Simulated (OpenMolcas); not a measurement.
How methods differ on SiO2 (silicon dioxide molecule)

The species is SiO2 (3 atoms), meant as a singlet with charge 0. SMILES: `O=[Si]=O`. Geometry: relaxed at GFN2-xTB.

```xyz
3

O     0.6912    1.2173    0.5137
Si   -0.0007    0.0004   -0.0002
O    -0.6905   -1.2177   -0.5136
```

Each level gives the energy change with the O1–Si2 bond stretched from 1.491 to 2.610 Å (eV). The values are calculated.

```csv
level,kind,program,value (eV),less FCI/STO-3G,CPU time (all runs)
HF/STO-3G (restricted),Hartree–Fock,OpenMolcas,1.70,-1.07,3.4 s
MP2/STO-3G (restricted),perturbation theory,OpenMolcas,3.07,+0.30,3.5 s
ACPF/STO-3G (restricted),coupled cluster or CI,OpenMolcas,2.36,-0.41,3.8 s
CISD/STO-3G (restricted),coupled cluster or CI,OpenMolcas,2.54,-0.23,3.8 s
FCI/STO-3G,exact in the basis,OpenMolcas,2.77,0.00,76 s
```

FCI/STO-3G is exact within its basis and frozen core, so for wave-function methods in that basis the difference is their error. The first shape isn't each level's own minimum. The values span 1.70 to 3.07 eV. All rows use very small basis sets, so none should be taken for the real molecule's value. CPU times are rough (shared hosts, several kinds of processor and program).
